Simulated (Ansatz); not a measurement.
# LiS− (triplet): from Hartree-Fock to the top rungs, aug-cc-pVDZ

Aim: climb from Hartree-Fock through coupled cluster for LiS− (triplet) at one geometry and basis, and see what each rung misses.

Computed with Ansatz 0.2.0, Gaussian basis. Level: aug-cc-pVDZ, core rule «outside noble gas», up to 6 orbitals frozen.

To be run: UHF; CCSD(T) on ROHF; CCSD(T) on UHF; BCCD(T) on ROHF; CISD; CCSDT(Q) on ROHF; CCSDT(Q) on UHF.

35 further runs of the same task are left out: 13 for a known fault of the program, 9 that didn't finish, 13 set aside as unsound or not needed.

## Step 1: What is computed

The geometry is a PBE0/def2-TZVPD stationary point (not a proven minimum).

2 atoms, charge -1, spin multiplicity 3.

Atoms are counted from 1 here; the program's logs count them from 0.

Bond lengths: S1–Li2 2.269 Å.

Coordinates:

```xyz
2
charge -1, multiplicity 3
S     0.00000    0.00000    0.00000
Li    0.00000    0.00000    2.26910
```

## Step 2: UHF

Input file in.yaml:

```yaml
crystal:
  periodic: [false, false, false]
  atoms:
    - {symbol: S, position_ang: [0.000000, 0.000000, 0.000000]}
    - {symbol: Li, position_ang: [0.000000, 0.000000, 2.269100]}
basis:
  gaussian: {orbitals: aug-cc-pVDZ}
total_charge: -1
magnetization: {spin_polarized: true, initial_magnetization: 2}
hamiltonian: {xc: hf}
output: {orbitals: {seedname: orbitals}}
```

On the command line:

```sh
$ ansatz run in.yaml --threads 1 --pin off --events-out ev --progress --plain --max-ram 2393MiB
```

The runs that follow: CCSD(T) on ROHF; CCSD(T) on UHF; BCCD(T) on ROHF; CISD; CCSDT(Q) on ROHF; CCSDT(Q) on UHF.

Q: Predict the results of all the runs planned. Wanted: UCCSDT(Q) below the RHF energy; RMP2 from UCCSDT(Q); UMP2 from UCCSDT(Q); RCCSD from UCCSDT(Q); RCCSD(T) from UCCSDT(Q); UCCSD(T) from UCCSDT(Q); RCCSDT(Q) from UCCSDT(Q); T1 diagnostic.

**Answer**, as computed:

| quantity | value |
| --- | --- |
| UCCSDT(Q) below the RHF energy | -4.0825 eV |
| RMP2 from UCCSDT(Q) | +620.7 meV |
| UMP2 from UCCSDT(Q) | +641.1 meV |
| RCCSD from UCCSDT(Q) | +139.6 meV |
| RCCSD(T) from UCCSDT(Q) | +27.3 meV |
| UCCSD(T) from UCCSDT(Q) | +27.1 meV |
| RCCSDT(Q) from UCCSDT(Q) | +0.5 meV |
| levels within 1 kcal/mol (43 meV) | RCCSD(T), UCCSD(T), BCCD(T), RCCSDT, UCCSDT, RCCSDT(Q) |
| T1 diagnostic | 0.019 |

RCCSD(T) lands +27.3 meV from the yardstick (0.7 % of the correlation energy). These misses are within one basis, not against nature; the frozen cores of restricted and unrestricted runs differ, which can shift their rows.
